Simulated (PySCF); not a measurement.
Compound: C4H2O2.
Numbering: `[O:1]=[c:2]1[cH:3][cH:4][c:5]1=[O:6]` (hydrogens: H7 on C3; H8 on C4)

A GFN2-xTB structure was refined with PySCF, CAM-B3LYP/def2-SVP geometry optimisation, gas phase. Its GFN2-xTB values:

```
coordinate  GFN2-xTB
     O1=C2   1.191 Å
     C2–C3   1.494 Å
     C2–C5   1.554 Å
     C3–C4   1.350 Å
     C3–H7   1.075 Å
  O1–C2–C3    136.3°
  O1–C2–C5    137.6°
  C2–C3–C4     93.9°
  C3–C2–C5     86.1°
```

Question: How do these coordinates change at the CAM-B3LYP/def2-SVP level?

Answer: 
```json
{"coordinate": "C2–C5", "CAM-B3LYP/def2-SVP (Å or °)": "1.575", "change": "+0.021"}
{"coordinate": "C2–C3", "CAM-B3LYP/def2-SVP (Å or °)": "1.511", "change": "+0.017"}
{"coordinate": "C3–H7", "CAM-B3LYP/def2-SVP (Å or °)": "1.090", "change": "+0.015"}
{"coordinate": "O1=C2", "CAM-B3LYP/def2-SVP (Å or °)": "1.187", "change": "-0.004"}
{"coordinate": "C3–C4", "CAM-B3LYP/def2-SVP (Å or °)": "1.350", "change": "0.000"}
{"coordinate": "O1–C2–C3", "CAM-B3LYP/def2-SVP (Å or °)": "136.7", "change": "+0.4"}
{"coordinate": "C2–C3–C4", "CAM-B3LYP/def2-SVP (Å or °)": "94.3", "change": "+0.4"}
{"coordinate": "C3–C2–C5", "CAM-B3LYP/def2-SVP (Å or °)": "85.8", "change": "-0.3"}
{"coordinate": "O1–C2–C5", "CAM-B3LYP/def2-SVP (Å or °)": "137.5", "change": "-0.1"}
```

The energy falls by 0.51 kcal/mol over 7 energy and gradient evaluations, the largest force component goes from 0.0118 to 2.6e-04 Eh/bohr, and the atoms move by 0.016 Å rms after alignment. The bond that changes most is C2–C5 (both ends ring carbonyl carbon), which lengthens by 0.021 Å. Bonds longer at the end by more than 0.005 Å: 5 of 8; shorter: 0. Rotational constants go from 6187, 4310, 2540 to 6090, 4271, 2510 MHz.

The run used 94 basis functions and 51 SCF cycles in all.

Whether it is a minimum is left open (no frequencies).
